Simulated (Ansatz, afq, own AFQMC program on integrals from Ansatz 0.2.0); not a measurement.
P, quartet in 6-31G, levels against full CI

A free P atom.

Basis 6-31G. Only valence electrons are correlated. Integrals, coupled cluster, full CI and functionals: Ansatz 0.2.0; the random walks run on the same integrals in our own AFQMC program. The CISD trial takes its coefficients from CCSD amplitudes. Released means that phaseless walkers are propagated on without the constraint, phases kept. Free projection: walkers drawn from exp(T), propagated without any constraint. Its projection time is finite, and what remains of the start isn't in its error. Uncertainties: one standard error, sampling alone.

Determinant: UHF, the one that the program's search chose, which needn't be the lowest solution.

Full CI on the same integrals is exact in this basis and with this determinant's frozen core.

* T1 diagnostic: 0.0049
* weight of the determinant in the CISD state: 0.988
* ⟨S²⟩ of the determinant: 3.750
* size of the correlated space: 5 electrons in 8 orbitals

| level | correlation energy (eV) |
| --- | --- |
| MP2 | -0.3113 |
| CCSD | -0.4299 |
| CCSD(T) | -0.4326 |

Question: Estimate where AFQMC with the constraint released lies against CCSD(T) on the same integrals.

Answer: 0.1 ± 0.01 kJ/mol below CCSD(T).

Reference: full CI, correlation energy -0.434 eV. The released energy is read at 1.50 1/Eh (meV from the phaseless value at times in 1/Eh: -0.09 ± 0.12 at 0.24, 0.07 ± 0.09 at 0.50, 0.07 ± 0.07 at 1.00, 0.15 ± 0.06 at 1.50).

```tsv
level	E − E(reference) (kJ/mol)	share of correlation (%)
CCSD(T)	0.1	99.80
CCSDT	0.0	100.04
CCSDT(Q)	0.0	100.01
CCSDTQ	0.0	100.00
ph-AFQMC/HF	0.8 ± 0.3	98.04
ph-AFQMC/CISD	0.0 ± 0.01	100.02
released AFQMC	0.0 ± 0.01	99.98
free AFQMC	0.0 ± 0.01	99.98
```

CCSDT and higher add their correlation energy to the determinant of the CCSD(T) run, since their own runs factorise the integrals more tightly (a shift of under 2 meV). Free projections are given only where their last times agree within the noise and don't stop above the reference; a slow remainder of the start can still hide under it. A walk keeps the symmetry of its determinant, which the program's search chose and which needn't be the lowest solution, so a lower state of the same spin and another symmetry isn't excluded. Released energies are given only where the last usable release times agree within the noise; a slower fall can still hide under it.
